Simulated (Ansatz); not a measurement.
Write a Python script for Ansatz 0.2.0, Python API that makes harmonic frequencies at the relaxed geometry of C₂H₂O₂, SMILES O=C=CO. Settings (for the species named): B3LYP, def2-SVP basis, multiplicity 1.

```xyz
6

O     0.8019   -2.1658    0.6569
C     0.4561   -1.0412    0.2914
C     0.1310    0.1614   -0.1184
O    -1.0523    0.6106    0.0025
H     0.8776    0.8440   -0.5426
H    -1.1723    1.5270   -0.3359
```

Script `freq_c2h2o2.py`:
```python
# -*- coding: utf-8 -*-
'''Harmonic frequencies of C2H2O2 at its relaxed geometry.'''

from dataclasses import dataclass
import itertools

import ansatz as az
from ase import Atoms
from ase.data import atomic_numbers, covalent_radii
from ase.thermochemistry import IdealGasThermo
import numpy as np


@dataclass(frozen=True)
class Options:
    basis: str = 'def2-SVP'
    functional: str = 'b3lyp'


settings = Options()

c2h2o2 = (
    az.Crystal.molecule()
    .atom('O', (0.8019, -2.1658, 0.6569))
    .atom('C', (0.4561, -1.0412, 0.2914))
    .atom('C', (0.131, 0.1614, -0.1184))
    .atom('O', (-1.0523, 0.6106, 0.0025))
    .atom('H', (0.8776, 0.844, -0.5426))
    .atom('H', (-1.1723, 1.527, -0.3359))
)

calculation = (
    c2h2o2.calculation()
    .basis(gaussian=settings.basis)
    .functional(settings.functional)
)
symbols = [site.symbol for site in c2h2o2.cartesian_sites]
start = np.array([site.position_ang for site in c2h2o2.cartesian_sites], dtype=float)
data = calculation.relax(force_tolerance=0.003, max_steps=100).run(threads=1, backend='cpu').report
end = np.array(data['positions_ang'])

# pairs closer than 1.2 times the sum of covalent radii, before or after
radius = [covalent_radii[atomic_numbers[s]] for s in symbols]
span = lambda where, i, j: np.linalg.norm(where[i] - where[j])
bonded = [(i, j) for i, j in itertools.combinations(range(len(symbols)), 2) if min(span(start, i, j), span(end, i, j)) < 1.2 * (radius[i] + radius[j])]
print('pair        before    after (A)')
for i, j in bonded:
    print(f'{symbols[i]}{i}-{symbols[j]}{j}'.ljust(10), f'{span(start, i, j):8.4f} {span(end, i, j):8.4f}')
for first, second in list(itertools.combinations(bonded, 2)):
    shared = set(first) & set(second)
    if shared and symbols[(j := shared.pop())] != 'H':
        i, k = sorted((set(first) | set(second)) - {j})
        u, v = end[i] - end[j], end[k] - end[j]
        angle = np.degrees(np.arccos(np.clip(u @ v / np.linalg.norm(u) / np.linalg.norm(v), -1, 1)))
        print(f'final angle {symbols[i]}{i}-{symbols[j]}{j}-{symbols[k]}{k}: {angle:.2f} deg')

# same settings at the minimum
minimum = az.Crystal.molecule()
for symbol, place in zip(symbols, end):
    minimum = minimum.atom(symbol, place.tolist())
vibrating = (
    minimum.calculation()
    .basis(gaussian=settings.basis)
    .functional(settings.functional)
    .phonons(temperatures=(298.15, 498.15, 100))
)
vib = vibrating.run(threads=1, backend='cpu').report['vibrations']
sums = vib['harmonic_sums']
modes = [m['omega_inv_cm'] for m in sums['modes_at_gamma'] if m['rigid_motion'] == 'no']
print('frequencies (1/cm):', ' '.join(f'{w:.0f}' for w in modes))
print('imaginary modes:', sum(w < 0 for w in modes), ' zero-point energy:', round(sums['zero_point_energy_ev'], 4), 'eV')
# rigid rotor and ideal gas, symmetry number taken as one
gas = IdealGasThermo(vib_energies=[w / 8065.544 for w in modes if w > 0], geometry='linear' if len(modes) == 3 * len(symbols) - 5 else 'nonlinear',
                     atoms=Atoms(symbols, positions=end), symmetrynumber=1, spin=0.0)
print(f'H(298 K) - E = {gas.get_enthalpy(298.15, verbose=False):.4f} eV')
print(f'S(298 K, 1 bar) = {96485.33 * gas.get_entropy(298.15, 1e5, verbose=False):.1f} J/(mol K) with symmetry number 1')
```

`python freq_c2h2o2.py` gives:
```text
pair        before    after (A)
O0-C1        1.2320   1.1673
C1-C2        1.3114   1.3294
C2-O3        1.2715   1.3836
C2-H4        1.0970   1.0965
O3-H5        0.9842   0.9680
final angle O0-C1-C2: 178.83 deg
final angle C1-C2-O3: 121.19 deg
final angle C1-C2-H4: 117.81 deg
final angle O3-C2-H4: 120.66 deg
final angle C2-O3-H5: 108.15 deg
frequencies (1/cm): 215 288 514 585 690 1047 1182 1249 1447 2236 3152 3766
imaginary modes: 0  zero-point energy: 1.0149 eV
H(298 K) - E = 1.1596 eV
S(298 K, 1 bar) = 278.2 J/(mol K) with symmetry number 1
```

Notes:
- The frequencies are harmonic and unscaled, in a modest basis.
- b3lyp holds the VWN-RPA fit, as in Gaussian; the form of ORCA and Turbomole is b3lyp5.
- The entropy takes a symmetry number of 1; a symmetric molecule's is lower by R ln(sigma).
- Timing: 77 s on 1 thread of Arm Neoverse V1 (shared host), peak memory 0.24 GiB.
